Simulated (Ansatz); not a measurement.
# AlO2 (quartet): wave-function methods side by side, def2-QZVPP

The task here is to estimate one member of a computed series from the others.

Method: def2-QZVPP, core rule «outside noble gas», up to 7 orbitals frozen; program: Ansatz 0.2.0, Gaussian basis.

The runs, in order: UHF; ROHF; CCSD(T) on UHF.

2 further runs of the same task are left out: 2 set aside as unsound or not needed.

## The geometry

The geometry is a PBE0/def2-TZVP stationary point (not a proven minimum) of the parent state, kept for this charge and spin.

3 atoms, charge 0, spin multiplicity 4.

Atoms are counted from 1 here; the program's logs count them from 0.

Bond lengths: Al1–O2 1.646 Å, Al1–O3 1.646 Å. Angles: O2–Al1–O3 180.0°.

Set-up of the first run:

Input file in.yaml:

```yaml
crystal:
  periodic: [false, false, false]
  atoms:
    - {symbol: Al, position_ang: [0.000000, 0.000000, 0.000000]}
    - {symbol: O, position_ang: [0.000000, 0.000000, -1.645900]}
    - {symbol: O, position_ang: [0.000000, 0.000000, 1.645900]}
basis:
  gaussian: {orbitals: "def2-QZVPP.json"}
magnetization: {spin_polarized: true, initial_magnetization: 3}
hamiltonian: {xc: hf}
output: {orbitals: {seedname: orbitals}}
```

Run with:

```sh
$ ansatz run in.yaml --threads 1 --pin off --events-out ev --progress --plain --max-ram 2393MiB
```

Among the steps run: UHF; ROHF; CCSD(T) on UHF.

One of the session's tables, all rows but one given; the rest of the session is left out.

| method | from UCCSD(T) (kcal/mol) |
| --- | --- |
| ROHF | +320.70 |
| UHF | ? |
| UMP2 | +24.45 |
| UCCSD | +11.12 |
| UCCSD(T) | 0 |

Estimate the missing values for UHF.

**Answer.** from UCCSD(T) (kcal/mol): +314.58. In the column «from UCCSD(T) (kcal/mol)» it lies between UMP2 (+24.45) and ROHF (+320.70).
